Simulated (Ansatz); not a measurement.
# [Ce(H2O)6]3+ (CeH₁₂O₆ (+3)): a ladder of methods and basis sets

One table from this session's results is given with a row withheld; the runs are named, their logs left out.

Method: as each input shows; program: Ansatz 0.2.0, Gaussian basis.

The runs, in order: PBE-D4/def2-TZVP, r2SCAN-D4/def2-TZVP, PBE-QIDH/def2-TZVP, r2SCAN0-D4/def2-TZVP, PBE-D4/def2-SVP, PBE0-D4/def2-SVP, MP2/def2-SVP.

## The geometry

The doublet was relaxed beforehand with PBE-D4/def2-SVP.

19 atoms, charge 3, spin multiplicity 2.

Atoms are counted from 1 here; the program's logs count them from 0.

Bond lengths: Ce1–O2 2.455 Å, Ce1–O5 2.455 Å, Ce1–O8 2.455 Å, Ce1–O11 2.455 Å, Ce1–O14 2.455 Å, Ce1–O17 2.455 Å, O2–H3 0.987 Å, O2–H4 0.987 Å, O5–H6 0.987 Å, O5–H7 0.987 Å, O8–H9 0.987 Å, O8–H10 0.987 Å, O11–H12 0.987 Å, O11–H13 0.987 Å, O14–H15 0.987 Å, O14–H16 0.987 Å, O17–H18 0.987 Å, O17–H19 0.987 Å. Angles: O2–Ce1–O5 179.7°, O2–Ce1–O8 90.1°, O2–Ce1–O11 90.0°, O2–Ce1–O14 89.9°, O2–Ce1–O17 89.9°, O5–Ce1–O8 90.2°, O5–Ce1–O11 89.8°, O5–Ce1–O14 90.1°, O5–Ce1–O17 90.1°, O8–Ce1–O11 179.9°, O8–Ce1–O14 90.0°, O8–Ce1–O17 90.2°, O11–Ce1–O14 90.1°, O11–Ce1–O17 89.7°, O14–Ce1–O17 179.8°, Ce1–O2–H3 128.2°, Ce1–O2–H4 128.2°, H3–O2–H4 103.6° and more.

Ce takes a core potential in the def2 sets. No spin-orbit coupling is included. The ion is computed in the gas phase, without counter-ions or solvent.

PBE0-D4/def2-TZVP was run before; its log isn't repeated, and its numbers join the tables.

The first run:

start.molden holds the orbitals of an earlier run on this state, given as this run's starting guess.

in.yaml reads:

```yaml
crystal:
  periodic: [false, false, false]
  atoms:
    - {symbol: Ce, position_ang: [0.003172, 0.000733, -0.001005]}
    - {symbol: O, position_ang: [0.175471, 0.200825, 2.439518]}
    - {symbol: H, position_ang: [0.154576, 1.021110, 2.987473]}
    - {symbol: H, position_ang: [0.280011, -0.519889, 3.105249]}
    - {symbol: O, position_ang: [-0.179917, -0.198732, -2.441054]}
    - {symbol: H, position_ang: [-0.287653, 0.522266, -3.105999]}
    - {symbol: H, position_ang: [-0.163464, -1.018900, -2.989385]}
    - {symbol: O, position_ang: [2.444209, 0.179070, -0.191618]}
    - {symbol: H, position_ang: [3.106554, 0.284364, 0.532139]}
    - {symbol: H, position_ang: [2.995639, 0.163254, -1.009708]}
    - {symbol: O, position_ang: [-2.437554, -0.182063, 0.187698]}
    - {symbol: H, position_ang: [-2.990139, -0.163695, 1.004938]}
    - {symbol: H, position_ang: [-3.098517, -0.293138, -0.536399]}
    - {symbol: O, position_ang: [-0.187880, 2.441443, -0.183106]}
    - {symbol: H, position_ang: [-1.005366, 2.993530, -0.161256]}
    - {symbol: H, position_ang: [0.535635, 3.103180, -0.293700]}
    - {symbol: O, position_ang: [0.188310, -2.439820, 0.188360]}
    - {symbol: H, position_ang: [-0.537705, -3.099624, 0.293667]}
    - {symbol: H, position_ang: [1.004620, -2.993923, 0.174187]}
basis:
  gaussian: {orbitals: def2-TZVP, initial_orbitals: start.molden}
total_charge: 3
magnetization: {spin_polarized: true, initial_magnetization: 1}
hamiltonian: {xc: pbe, dispersion: d4}
scf: {omitted_lower_state_checks: [starts]}
output: {orbitals: {seedname: orbitals}}
```

Command:

```sh
$ ansatz run in.yaml --threads 4 --pin off --events-out ev --progress --plain --max-ram 6963MiB
```

Steps of the session up to this table: PBE-D4/def2-TZVP; r2SCAN-D4/def2-TZVP; PBE-QIDH/def2-TZVP; r2SCAN0-D4/def2-TZVP; PBE-D4/def2-SVP; PBE0-D4/def2-SVP; MP2/def2-SVP.

One of the session's tables, all rows but one given; the rest of the session is left out.

| level | HOMO (eV) | LUMO (eV) | gap (eV) |
| --- | --- | --- | --- |
| PBE-D4/def2-SVP | -17.10 | -16.35 | 0.76 |
| PBE-D4/def2-TZVP | -17.34 | -16.58 | 0.76 |
| r2SCAN-D4/def2-TZVP | ? | ? | ? |
| PBE0-D4/def2-SVP | -20.07 | -13.96 | 6.11 |
| PBE0-D4/def2-TZVP | -20.23 | -14.13 | 6.11 |
| r2SCAN0-D4/def2-TZVP | -20.19 | -13.62 | 6.57 |

Estimate the missing values for r2SCAN-D4/def2-TZVP.

The run gave: HOMO (eV): -17.44; LUMO (eV): -15.97; gap (eV): 1.47. In the column «HOMO (eV)» it lies between PBE0-D4/def2-SVP (-20.07) and PBE-D4/def2-TZVP (-17.34).
